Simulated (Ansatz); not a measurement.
## Lattice constant a of zinc-blende III-V compounds: measurement against PBE

Computed values from Ansatz (plane waves, PAW); cells keep the symmetry of their structure type. Ansatz (a program for electronic structure) is a plane-wave DFT program; potentials: the later of its two PAW sets. Static lattice, each level relaxed to under 0.1 GPa.

Here x stands for PBE a and y for measured a.

| solid | PBE a (Å) | measured a (Å) | basis of the measured value |
|---|---|---|---|
| BN | 3.625 | 3.593 | 0 K, zero-point corrected |
| BP | 4.548 | 4.525 | 0 K, zero-point corrected |
| GaP | 5.506 | 5.439 | 0 K, zero-point corrected |
| AlP | 5.508 | 5.451 | 0 K, zero-point corrected |
| AlAs | 5.728 | 5.649 | 0 K, zero-point corrected |
| GaAs | 5.744 | 5.640 | 0 K, zero-point corrected |
| InP | 5.959 | 5.858 | 0 K, zero-point corrected |
| InAs | 6.186 | 6.047 | 0 K, zero-point corrected |
| InSb | 6.635 | ? | 0 K, zero-point corrected |

Fit y of the 8 rows that show it with a straight line. With u = x - 5.4, the rows have u = -1.7750, -0.8520, 0.1060, 0.1080, 0.3280, 0.3440, 0.5590, 0.7860. Means: u -0.049500, y 5.2752. About the means, the sum of products is 4.8420 and the sum of squares of u is 5.0360; the slope is their ratio. Least squares gives y = 5.3228 + 0.96147·u. Residuals (row less fit): -0.0232, 0.0214, 0.0143, 0.0244, 0.0108, -0.0135, -0.0023, -0.0315; standard error 0.0227 (degrees of freedom: 6). The slope is 0.961 with a standard error of 0.010. Before the fit, PBE less measured has mean 0.0753, mean absolute 0.0753 and median absolute 0.0730 Å over these 8 rows.

### Question
Estimate the missing y (x = 6.635); what was measured?

### Answer
u = 1.2350, so y = 5.3228 + 0.96147 × 1.2350 = 6.5102 Å. The measured value is 6.468 Å, 0.0422 Å below the prediction (1.5 % of the range of y in the table). The row lies outside the fitted rows, so this is an extrapolation. From the scatter of the fitted rows alone, a prediction at this place has a standard error of 0.0274 Å, so the miss is 1.5 times that.

Plain PBE misses this row by 0.167 Å. The rows are a random draw of 9 from the 9 solids that have both values on this basis (zero-point corrected by the source), of 15 computed in this series. Not drawn: V to Ni and open 4f shells, rows kept for tests, unfit runs, cells that left their space group, values derived or compiled from fits, values whose temperature is given only as extrapolated, encyclopaedia, home-page and unnamed sources, sources from 2025 on, cells with moments, not at rest, warned of a lower state, or off the usual phase with no note on it here. Measured values as quoted by these papers, many of them computational: BN Tamar Goldzak et al., The Journal of Chemical Physics (2022), arXiv:2208.04865; BP Daniel Mejia-Rodriguez et al., Physical Review B (2018), arXiv:1807.09216; GaP Daniel Mejia-Rodriguez et al., Physical Review B (2018), arXiv:1807.09216; AlP Daniel Mejia-Rodriguez et al., Physical Review B (2018), arXiv:1807.09216; AlAs Daniel Mejia-Rodriguez et al., Physical Review B (2018), arXiv:1807.09216; GaAs Daniel Mejia-Rodriguez et al., Physical Review B (2018), arXiv:1807.09216; InP Daniel Mejia-Rodriguez et al., Physical Review B (2018), arXiv:1807.09216; InAs Daniel Mejia-Rodriguez et al., Physical Review B (2018), arXiv:1807.09216; InSb Daniel Mejia-Rodriguez et al., Physical Review B (2018), arXiv:1807.09216.
